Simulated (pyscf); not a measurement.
Elementary routes open to Ga–AsH₂ [singlet] + hydrogen (H₂) in the gas phase (singlet surface):
A. AsH₃ + GaH [singlet] (As–Ga, H–H broken; As–H, Ga–H formed)
B. HGa=AsH + hydrogen (H₂) (As–H, H–H broken; Ga–H, H–H formed)

Structures and frequencies: ωB97X-D3(BJ)/def2-SVP in PySCF.

Task: Rank the routes by free-energy barrier at 1200 K, lowest first, for ωB97M-D3(BJ)/def2-TZVP energies (ideal gas, 1 atm, RRHO with modes under 100 cm⁻¹ raised to 100, one conformer, R ln 2 for chiral ones without a mode under 150 cm⁻¹).

Result: A (56.7 kcal/mol), B (95.5 kcal/mol)

Route A is the fastest of these, ahead of the next by 38.8 kcal/mol. The most stable products are those of B (ΔG = +12.9 kcal/mol), whose barrier is 38.8 kcal/mol higher: the kinetic and the thermodynamic product differ. At 298 K A is still the fastest. A: On the product side the descent ends in a complex, 4.8 kcal/mol under the separated species and 12.4 kcal/mol under the saddle at ωB97X-D3(BJ)/def2-TZVP. Only these routes are compared; each barrier is that of the saddle found, and lower ones may exist. Elements up to Kr have no core potential and no relativistic terms here.
